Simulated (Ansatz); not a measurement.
# Property card for Li3TaO4

The calculation used DFT PBEsol, scalar-relativistic, plane waves, PAW in Ansatz 0.2.0.

Cutoff 420 eV; k points 10×10×10 on the computed 8-atom cell (Γ-centred); Gaussian smearing, width 0.02 eV; no spin polarisation.

The structure is relaxed at this level of theory with its symmetry kept. Whether it is the stable form of this composition wasn't checked.

The structure is tetragonal, space group I4/mmm (No. 139). The conventional cell has a = 4.085 Å, b = 4.085 Å, c = 8.506 Å, α = 90.00°, β = 90.00°, γ = 90.00°. Around Li (site symmetry 4/mmm) lie 6 O at 2.04 to 2.33 Å. Around Li (site symmetry -4m2) lie 6 O at 2.05 to 2.13 Å. Around Ta (site symmetry 4/mmm) lie 6 O at 1.92 to 2.04 Å. O (site symmetry mmm) is surrounded by 4 Li at 2.04 to 2.13 Å and 2 Ta at 2.04 Å. Around O (site symmetry 4mm) lie 1 Ta at 1.92 Å and 4 Li at 2.05 Å.

| Property | Result |
| --- | --- |
| Volume per atom | 8.87 Å³ |
| Formation energy from the elements' standard states (uncorrected) | -2.498 eV/atom |
| Kohn–Sham band gap | 1.57 eV, indirect from (-0.104, -0.104, -0.396) to Γ |
| Löwdin character of the top 1 eV of the valence band | O 2p 95 % |
| Löwdin character of the lowest 1 eV of the conduction band | Ta 5d 89 %, O 2p 9 % |
| Electron masses at the edge by Cartesian direction of the standard setting (m_e; degenerate bands sorted by energy; no spin-orbit coupling) | x: 0.32; y: 0.32; z: 13 |
| Hole masses at the edge by Cartesian direction of the standard setting (m_e; degenerate bands sorted by energy; no spin-orbit coupling) | x: 1.2; y: 1.2; z: 5.8 |
| Bader charges (e) | Li (1 in the cell) 0.88, Li (2 in the cell) 0.88, Ta (1 in the cell) 2.82, O (2 in the cell) -1.37, O (2 in the cell) -1.36 |

Spin-orbit coupling is left out, which matters for the bands of heavy elements.